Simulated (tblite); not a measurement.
Species: C₄H₆FN.
SMILES with atom numbers: `[CH3:1][C@@H:2]([F:3])[CH2:4][C:5]#[N:6]` (hydrogens: H7, H8, H9 on C1; H10 on C2; H11, H12 on C4)

Computed geometry: GFN2-xTB, gas phase.

(1) Give the optimised bond lengths and angles.

## Answers

(1) 
| bond | length (Å) |
| --- | --- |
| C1–C2 | 1.519 |
| C2–F3 | 1.383 |
| C2–C4 | 1.535 |
| C4–C5 | 1.439 |
| C5≡N6 | 1.143 |
| C1–H7, C1–H8, C1–H9 | 1.087 |
| C2–H10 | 1.098 |
| C4–H11 | 1.094 |
| C4–H12 | 1.094 |

Bonds in one row agree within 0.01 Å and their mean is given. A selection of angles:
| angle | degrees |
| --- | --- |
| C2–C1–H7 | 110.2 |
| H7–C1–H8 | 108.6 |
| C1–C2–F3 | 109.2 |
| C1–C2–C4 | 112.7 |
| C1–C2–H10 | 111.0 |
| F3–C2–C4 | 107.5 |
| F3–C2–H10 | 105.8 |
| C4–C2–H10 | 110.4 |
| C2–C4–C5 | 110.9 |
| C2–C4–H11 | 109.7 |
| C2–C4–H12 | 109.6 |
| C5–C4–H11 | 109.1 |
| C5–C4–H12 | 109.1 |
| H11–C4–H12 | 108.5 |
| C4–C5–N6 | 179.4 |

Torsions: C1–C2–C4–C5 65° (synclinal).

The C–C distances run from 1.439 Å (C4–C5, drawn single) to 1.535 Å (C2–C4, drawn single), a spread of 0.096 Å. Of the pairs four or more bonds apart, C5···H9 is among the closest relative to their van der Waals radii: 2.71 Å, 94 % of the sum of Bondi's values.

Point group: C1 (no symmetry element, even within 0.4 Å). Its GFN2-xTB frequencies are all real (lowest 71 cm⁻¹). One conformer, not necessarily the lowest. 3 starts were optimised and ended at 0.00, 0.01 and 1.25 kcal/mol (GFN2-xTB); the lowest of these is shown.
